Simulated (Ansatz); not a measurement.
Antifluorite Mg2Sn was calculated with rVV10 in Ansatz (PAW).

The run printed, among other lines:

```
Crystal: 3 atoms, lattice volume = 79.754 Å³
Basis set: ecut = 520 eV, 2109 PW (Γ), exchange–correlation on 72×72×72 points (8 copies of the dense FFT grid, shifted against one another)
Bands: 21, of which v1, the nominal top of the filled ones, is band 17 counted from 1 (16 counted from 0)
Symmetry: 48 space group operations
Space group: Fm-3m (ITA 225), of the structure as read, at distance tolerance 4.3e-5 Å
k-points: 47 of 1000
Functional: x = rpw86, c = pbe(β = 0.06672455060314922) + rvv10(b = 6.3, C = 0.0093)
SCF iter   1: F=—  HF=-9934.292720 eV  |F-HF|=—  |Δ(HF+E_count)|=         —  Δρ=4.70e-3  dr2=2.49e-2
SCF iter   2: F=—  HF=-9934.289457 eV  |F-HF|=—  |Δ(HF+E_count)|=   3.26e-3  Δρ=2.90e-3  dr2=1.16e-2
  ...
SCF iter   7: F=—  HF=-9934.286844 eV  |F-HF|=—  |Δ(HF+E_count)|=   2.19e-8  Δρ=7.31e-7  dr2=3.44e-10
SCF iter   8: F=-9934.286844 eV  HF=-9934.286844 eV  |F-HF|=7.28e-12  |Δ(HF+E_count)|=  9.28e-10  Δρ=7.81e-8  dr2=3.49e-12
SCF 1 converged in 8 iterations: F = -9934.286844 eV  dr2 = 3.49e-12
SCF converged after 8 iterations
Free energy (F): -9934.286844 eV
Internal energy: -9934.286645 eV  (E = F + TS)
E sigma→0 (E₀):  -9934.286744 eV
Fermi energy:    6.701937 eV
--- Stress (GPa, compression-positive) ---
       -0.000832       0.000000      -0.000000
        0.000000      -0.000832      -0.000000
       -0.000000      -0.000000      -0.000832
  P = ⅓ Tr σ = -0.0008 GPa (-0.008 kbar)
```

Write an input file that could have produced this run (the log leaves some choices open).

One answer among several that fit: 
Ansatz 0.2 input:
```yaml
crystal:
  lattice:
    - [0.0, 3.4164367859, 3.4164367859]
    - [3.4164367859, 0.0, 3.4164367859]
    - [3.4164367859, 3.4164367859, 0.0]
  atoms:
    - { symbol: Mg, position: [0.25, 0.25, 0.25] }
    - { symbol: Mg, position: [0.75, 0.75, 0.75] }
    - { symbol: Sn, position: [0.0, 0.0, 0.0] }
basis:
  ecutwfc: 520
  ecutrho_ratio: 4
  xc_grid: 2
kpoints:
  mp_grid: { grid: [10, 10, 10] }
  band_path:
    path:
      - [0.0, 0.0, 0.0]
      - [0.055556, 0.0, 0.055556]
      - [0.111111, 0.0, 0.111111]
      - [0.166667, 0.0, 0.166667]
      - [0.222222, 0.0, 0.222222]
      - [0.277778, 0.0, 0.277778]
      - [0.333333, 0.0, 0.333333]
      - [0.388889, 0.0, 0.388889]
      - [0.444444, 0.0, 0.444444]
      - [0.5, 0.0, 0.5]
      - [0.5625, 0.125, 0.5625]
      - [0.625, 0.25, 0.625]
      - [0.375, 0.375, 0.75]
      - [0.333333, 0.333333, 0.666667]
      - [0.291667, 0.291667, 0.583333]
      - [0.25, 0.25, 0.5]
      - [0.208333, 0.208333, 0.416667]
      - [0.166667, 0.166667, 0.333333]
      - [0.125, 0.125, 0.25]
      - [0.083333, 0.083333, 0.166667]
      - [0.041667, 0.041667, 0.083333]
      - [0.071429, 0.071429, 0.071429]
      - [0.142857, 0.142857, 0.142857]
      - [0.214286, 0.214286, 0.214286]
      - [0.285714, 0.285714, 0.285714]
      - [0.357143, 0.357143, 0.357143]
      - [0.428571, 0.428571, 0.428571]
      - [0.5, 0.5, 0.5]
      - [0.5, 0.458333, 0.541667]
      - [0.5, 0.416667, 0.583333]
      - [0.5, 0.375, 0.625]
      - [0.5, 0.333333, 0.666667]
      - [0.5, 0.291667, 0.708333]
      - [0.5, 0.25, 0.75]
      - [0.5, 0.1875, 0.6875]
      - [0.5, 0.125, 0.625]
      - [0.5, 0.0625, 0.5625]
    npoints: 1
hamiltonian:
  xc: { exchange: rpw86, correlation: pbe }
  dispersion: rvv10
  pseudopotentials: { kind: paw }
scf:
  occupations: { method: fermi_dirac, width: 0.01 }
  convergence: { dr2_threshold: 0.0000000003 }
output:
  forces: true
  stress: true
  eigenvalues: true
  write_bands: true
```

The PAW data were made under PBE.

Note: the gap of the solid is closed in this run. Note: this level leaves the solid without a gap, although one is measured.

Ansatz is a program for electronic structure.
